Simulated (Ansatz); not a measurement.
**How methods differ on BF (SMILES [B]F)**

BF has 2 atoms, charge 0, and is taken as a singlet. SMILES: `[B]F`. The shape is that of a GFN2-xTB optimisation.

| atom | x (Å) | y (Å) | z (Å) |
| --- | --- | --- | --- |
| B | 0.0000 | 0.0000 | 0.0000 |
| F | 0.0000 | 0.0000 | 1.2444 |

Quantity: the vertical electron affinity (to the doublet anion), in eV. The values are calculated.

The electron affinity is E(neutral) − E(anion): positive where the electron is bound.

```
         level                    kind  program  value (eV)  less FCI/STO-3G  CPU time (all runs)
  SVWN5/STO-3G                     LDA   Ansatz       -8.80            +1.08                1.3 s
   BLYP/STO-3G                     GGA   Ansatz       -8.88            +1.00                1.9 s
 r2SCAN/STO-3G                meta-GGA   Ansatz       -8.59            +1.29                4.8 s
r2SCAN0/STO-3G         hybrid meta-GGA   Ansatz       -8.42            +1.46                4.2 s
  wB97X/STO-3G  range-separated hybrid   Ansatz       -8.66            +1.22                7.7 s
 B2PLYP/STO-3G           double hybrid   Ansatz       -8.97            +0.91                1.7 s
    MP2/STO-3G     perturbation theory   Ansatz       -9.66            +0.22               0.15 s
BCCD(T)/STO-3G   coupled cluster or CI   Ansatz       -9.89            -0.01               0.67 s
  CCSDT/STO-3G   coupled cluster or CI   Ansatz       -9.88             0.00                1.2 s
    FCI/STO-3G      exact in the basis   Ansatz       -9.88             0.00               0.37 s
```

FCI/STO-3G is exact within its basis and frozen core, so for wave-function methods in that basis the difference is their error; functionals converge differently with the basis, so for them it is only a difference. The values span -9.89 to -8.42 eV. All rows use very small basis sets, so even the best lies far from the true value. Negative values mean that the anion is unbound at that level; they are set by how diffuse the basis is and aren't properties of the molecule. Times are those of the runs behind each value, whatever else they computed, on shared processors of several kinds: orders of magnitude only.
